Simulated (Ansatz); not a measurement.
Basis-set series for `[CH]Cl` (triplet). The species carries charge 0 and has multiplicity 3. All single points use the PBE0-D4/def2-TZVP geometry.

| functional | basis | functions | energy (Eh) | HOMO (eV) | LUMO (eV) |
| --- | --- | --- | --- | --- | --- |
| PBE0-D4 | def2-TZVPP | 87 | -498.59574 | -6.42 | -2.40 |
| PBE0-D4 | def2-QZVPP | 157 | -498.61155 | -6.45 | -2.45 |
| ωB97M-V | def2-TZVPP | 87 | -498.74661 | -8.49 | -0.52 |
| ωB97M-V | def2-QZVPP | 157 | -498.76171 | -8.53 | -0.60 |

(1) Give the rows for def2-SVP. (Best estimate.)

Answers

(1) Ansatz gave: 
| functional | basis | functions | energy (Eh) | HOMO (eV) | LUMO (eV) |
| --- | --- | --- | --- | --- | --- |
| PBE0-D4 | def2-SVP | 37 | -498.39019 | -6.30 | -2.10 |
| ωB97M-V | def2-SVP | 37 | -498.54078 | -8.34 | -0.04 |

HOMO and LUMO are taken over both spins.
